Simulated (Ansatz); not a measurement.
## SrTaNO2 (I4/mcm, No. 140; cell taken from a computed entry)

Level of theory: PBEsol (PAW; Ansatz, a first-principles code).

Numerical settings: plane-wave cutoff 520 eV, 8×8×8 k mesh, Fermi–Dirac smearing 0.01 eV, scalar-relativistic PAW data made under PBE.

Cell: relaxed with PBEsol: a = 5.5854 Å, b = 5.5854 Å, c = 8.1927 Å, α = 90.00°, β = 90.00°, γ = 90.00°.

```yaml
band_gap: 0.82 eV
```

Note: this cell isn't known to be the ambient phase, and symmetry holds it in the calculation.

Spin–orbit coupling is not included.
